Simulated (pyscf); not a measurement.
Optimised with ωB97X-D3(BJ)/def2-SVP in PySCF. Correlated levels are frozen-core, on RHF or UHF. ΔMP2 is the change of the MP2 total energy from the triple- to the quadruple-zeta basis.

Question: What is the homolytic dissociation enthalpy (298 K, CCSD(T)/def2-TZVPP + ΔMP2(QZVPP)) of the C–Cl bond of H₃C–CH(Cl)–Cl, to H₃C–CH•–Cl + Cl•?

Answer: C–Cl to H₃C–CH•–Cl + Cl•: 3.43 eV. Other isomers of H₃C–CH•–Cl were not searched in full and may lie lower. The CCSD(T) − MP2 part came from Ansatz, without density fitting, on the same reference. Left out: the spin-orbit lowering of Cl.
